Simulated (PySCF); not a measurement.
A structure optimised at GFN2-xTB (Å):
```
atom  x, y, z in Å
C1     0.7406   -0.0702   -0.0437
C2    -0.7393   -0.0456   -0.0766
S3    -0.0045    1.1258    1.0751
H4     1.2360   -0.9022    0.4382
H5     1.2867    0.3577   -0.8734
H6    -1.2333    0.3993   -0.9299
H7    -1.2830   -0.8598    0.3833
```

Neutral, closed shell.

Problem. Which heavy atoms are bonded, and with what formal order?

Solution. C1–C2 1.48 Å (single); C2–S3 1.80 Å (single); C1–S3 1.80 Å (single). Bonds to hydrogen (Å): C1–H4 1.08; C1–H5 1.08; C2–H6 1.08; C2–H7 1.08.

Problem. Which species is it?

Solution. `C1CS1`, C2H4S, thiirane.

Problem. What is the point group of this geometry?

Solution. C2v (tolerance 0.08 Å).

Problem. Which rings does it hold (smallest set)?

Solution. C1–C2–S3 (3 members).

Problem. Describe the place of each heavy atom.

Solution. C1/C2: sp3 carbon bound to sulfur; S3: sulfide sulfur.

Problem. What is the arrangement about S3?

Solution. It has 2 neighbours (C2, C1) and is bent (angle 48.6°).

Problem. What is the arrangement about C1?

Solution. It has 4 neighbours (C2, S3, H4, H5) and has angles from 65.7° to 118.8°.

All values are computed, not measured.
